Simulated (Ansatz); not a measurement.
Geometry optimisation, RKS PBE0-D4/6-31G* in Ansatz.

input.yaml

```yaml
crystal:
  periodic: [false, false, false]
  atoms:
    - { symbol: Al, position_ang: [0.0, 0.0, 0.0] }
    - { symbol: H, position_ang: [0.8998, 0.0, 1.5126] }
    - { symbol: Cl, position_ang: [2.3982, 0.0, 0.3916] }
    - { symbol: F, position_ang: [-1.4635, 0.0, -0.845] }
basis:
  gaussian: { orbitals: "6-31G*" }
hamiltonian:
  xc: pbe0
  dispersion: d4
relax:
  f_tol: 0.15
  max_steps: 25
  restrain:
    - { distance: [1, 2], at: 2.57, k: 30.0 }
    - { distance: [0, 1], at: 1.56, k: 30.0 }
    - { distance: [0, 2], at: 2.23, k: 30.0 }
```

Run as:

```bash
$ ansatz run input.yaml --threads 1 --pin off --max-ram 2048MiB --backend cpu --events-out ev --progress --plain --runs-dir out
```

**Question.** Where does it end, and by what steps?

**Answer.** It converged. The restraints hold the end off the free minimum. After 6 steps the energy has fallen by 2.723 eV (the restraints' own energy left out); H2 moved furthest, 0.51 Å.

```
step  energy less start (eV)  largest force component (eV/Å)  accepted
   0                  0.0000                           2.267       yes
   1                 -0.9052                           2.285       yes
   2                 -1.8543                           2.412       yes
   3                 -2.5927                           1.483       yes
   4                 -2.7182                           1.218       yes
   5                 -2.7172                           2.003       yes
   6                 -2.7229                           1.913       yes
```

```xyz
4
Properties=species:S:1:pos:R:3
Al 0.164 0.000 0.233
H 0.445 0.000 1.753
Cl 2.307 0.000 -0.095
F -1.081 0.000 -0.831
```

The run took 11 s on 1 thread of Arm Neoverse V2, with other jobs on the host, peak memory 0.12 GiB.
